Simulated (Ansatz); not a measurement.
# FCI/STO-3G run of BH2SCl (SMILES SBCl)

Aim: the vertical ionisation energy of BH2SCl at FCI/STO-3G, from 2 runs. 

The calculation is run with Ansatz 0.2.0.

61 further runs of the same task are left out: 1 that didn't finish, 60 set aside as unsound or not needed.

## 1. The molecule

BH2SCl: 5 atoms, total charge 0, spin state singlet. As SMILES, `SBCl`. The shape is that of a PBE0-D4/def2-TZVP optimisation. This is one conformer, not always the lowest.

Bond lengths: S1–B2 1.779 Å, B2–Cl3 1.745 Å, S1–H4 1.343 Å, B2–H5 1.189 Å. Angles: S1–B2–Cl3 118.6°, S1–B2–H5 122.1°, Cl3–B2–H5 119.3°, B2–S1–H4 96.0°.

## 2. The energy at FCI/STO-3G

File job.yaml:

```yaml
crystal:
  periodic: [false, false, false]
  atoms:
    - {symbol: S, position_ang: [-1.294500, -0.008800, -0.323500]}
    - {symbol: B, position_ang: [0.402900, -0.217800, 0.164700]}
    - {symbol: Cl, position_ang: [0.888700, -1.738900, 0.868900]}
    - {symbol: H, position_ang: [-1.157600, 1.248200, -0.777100]}
    - {symbol: H, position_ang: [1.210400, 0.643400, 0.025700]}
basis:
  gaussian: {orbitals: STO-3G}
accuracy: high
correlation: {method: fci, frozen_orbitals: {B: 1, Cl: 5, H: 0, S: 5}}
```

On the command line:

```bash
ansatz run job.yaml --threads 1 --pin off --max-ram 2610MiB --events-out events.jsonl --progress --plain --runs-dir runs
```

Log:

```text
Warning: RAYON_NUM_THREADS=1 ignored (pool sized by the plan → 1); use --threads N
Functional definition: HF
  name "HF"
  exchange = exact_x
  correlation = 0
450 factors; integrals over basis functions are off by at most 2.0e-8 eV
mean field evaluation 1: about -23763.3113 eV, gradient 2.0e1 eV
mean field evaluation 2: about -23763.3584 eV, gradient 2.1e1 eV
mean field evaluation 4: about -23765.2199 eV, gradient 1.3e0 eV
mean field evaluation 8: about -23765.2276 eV, gradient 4.5e-6 eV
mean field -23765.22755300 eV, -873.3560039230 hartree, gradient 9.7e-8 eV, S^2 0.000000; 0 other end points of the search recorded, 0 dependent functions left out
11 core orbitals not correlated: weight in the atoms' cores, before any rotation towards them, 1.000 or more for the frozen orbitals, at most 0.000 for the correlated occupied ones
reference -23765.22755300 eV, -873.3560039230 hartree; 9, 9 occupied and 5, 5 virtual orbitals, 450 factors
state -23767.95846993 eV, -873.4563632690 hartree
Total energy: -23767.95846993 eV, -873.4563632690 hartree
```

It took 20 s on 1 thread of Arm Neoverse V1, shared host; peak memory 0.36 GiB.

## 3. The doublet cation at the same level

File molecule.yaml:

```yaml
crystal:
  periodic: [false, false, false]
  atoms:
    - {symbol: S, position_ang: [-1.294500, -0.008800, -0.323500]}
    - {symbol: B, position_ang: [0.402900, -0.217800, 0.164700]}
    - {symbol: Cl, position_ang: [0.888700, -1.738900, 0.868900]}
    - {symbol: H, position_ang: [-1.157600, 1.248200, -0.777100]}
    - {symbol: H, position_ang: [1.210400, 0.643400, 0.025700]}
basis:
  gaussian: {orbitals: STO-3G}
total_charge: 1
magnetization: {spin_polarized: true, initial_magnetization: 1}
correlation: {method: fci, frozen_orbitals: {B: 1, Cl: 5, H: 0, S: 5}}
accuracy: high
```

On the command line:

```bash
ansatz run molecule.yaml --threads 1 --pin off --max-ram 2610MiB --events-out events.jsonl --progress --plain --runs-dir runs
```

Log:

```text
Warning: RAYON_NUM_THREADS=1 ignored (pool sized by the plan → 1); use --threads N
[... 4 set-up lines as earlier in the session ...]
450 factors; integrals over basis functions are off by at most 2.0e-8 eV
mean field evaluation 1: about -23755.2366 eV, gradient 1.4e1 eV
mean field evaluation 2: about -23755.2805 eV, gradient 1.4e1 eV
mean field evaluation 4: about -23757.5266 eV, gradient 1.1e0 eV
mean field evaluation 8: about -23757.5439 eV, gradient 2.3e-2 eV
mean field evaluation 16: about -23755.7591 eV, gradient 3.2e-1 eV
mean field -23757.54392800 eV, -873.0736359124 hartree, gradient 2.2e-8 eV, S^2 0.758386; 1 other end points of the search recorded, 0 dependent functions left out
11 core orbitals not correlated: weight in the atoms' cores, before any rotation towards them, 1.000 or more for the frozen orbitals, at most 0.000 for the correlated occupied ones
reference -23757.49894743 eV, -873.0719829070 hartree; 9, 8 occupied and 5, 6 virtual orbitals, 450 factors
state -23760.23420070 eV, -873.1725016106 hartree
Total energy: -23760.23420070 eV, -873.1725016106 hartree
```

Wall time 98 s (1 thread of Arm Neoverse V1, shared host); peak memory 0.81 GiB.

## 4. Results

At FCI/STO-3G, 11 core orbitals frozen:

```
                                                    quantity          value
                                singlet BH2SCl: total energy  -873.45636 Eh
singlet BH2SCl: correlation energy (11 core orbitals frozen)     -100.4 mEh
                                doublet cation: total energy  -873.17250 Eh
doublet cation: correlation energy (11 core orbitals frozen)     -100.5 mEh
          vertical ionisation energy (to the doublet cation)       7.724 eV
```

What this shows: The vertical ionisation energy comes to 7.72 eV (745 kJ/mol). In a minimal basis such a difference can be off by several eV, whatever the method.
